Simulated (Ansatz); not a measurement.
Four-centre ligand exchange

Start structure (CH₇AlS, singlet), relaxed at PBE0-D4/def2-TZVP:

Al1  (-0.849, 0.255, -1.158)
S2  (0.489, 1.872, -1.790)
H3  (-0.643, -1.139, -1.870)
H4  (-2.046, 0.600, -0.185)
H5  (0.962, -0.039, 0.575)
C6  (0.627, -0.875, 1.198)
H7  (-0.103, 2.787, -1.004)
H8  (1.355, -1.680, 1.111)
H9  (-0.352, -1.254, 0.895)
H10  (0.560, -0.528, 2.228)
(Å)

The step: AlH₃S ([AlH2][SH]) + CH₄ → CH₅Al ([CH3][AlH2]) + H₂S (still joined by a long Al–S bond); bonds formed: Al1–C6, S2–H5; bonds broken: H5–C6; bonds weakened to dative contacts: Al1–S2. Computed with Ansatz 0.2.0 (basis: def2-TZVPP and def2-QZVPP); correlated methods freeze the cores. Extrapolation: Hartree–Fock as exp(−7.88 √X), correlation as X^−2.97. Energies below are by CCSD(T) at an estimated basis limit (MP2 extrapolated from triple and quadruple zeta, plus CCSD(T) − MP2 in triple zeta).

Q: What are the electronic barrier and the energy of the step, from the start structure to the end structure? (An estimate is asked for; the value comes from the calculation.)

A: The calculation gives: Barrier 161.1 kJ/mol; step energy 85.7 kJ/mol (uphill); reverse barrier, their difference, 75.5 kJ/mol. Barrier and step energy count from the start structure, the reverse barrier from the end structure.

The saddle point: One imaginary mode of 1001i cm⁻¹.
```csv
pair,start (Å),saddle (Å),end (Å)
Al1–C6,3.00,2.09,1.97
S2–H5,3.08,1.58,1.34
Al1–S2,2.19,2.42,2.55
H5–C6,1.10,1.57,3.43
```

Zero-point energy (harmonic, PBE0-D4): ZPE is 180.8 kJ/mol at the start and 170.5 kJ/mol at the saddle, so the barrier goes from 161.1 to 150.8 kJ/mol.

The T1 diagnostic stays at or below 0.011. The start structure is not quite a true minimum (one mode of 59i cm⁻¹).

Labels in which every atom is bracketed show which atoms are joined, not bond orders.

For scale, one of the runs: CCSD(T)/def2-TZVPP, 213 basis functions, launched by `ansatz run in.yaml --threads 2 --pin off --events-out ev --progress --plain --max-ram 4352MiB`. The run took 92 s on 2 CPU threads of an Arm Neoverse N1 (shared host), with 2.8 GiB of host memory at its peak.
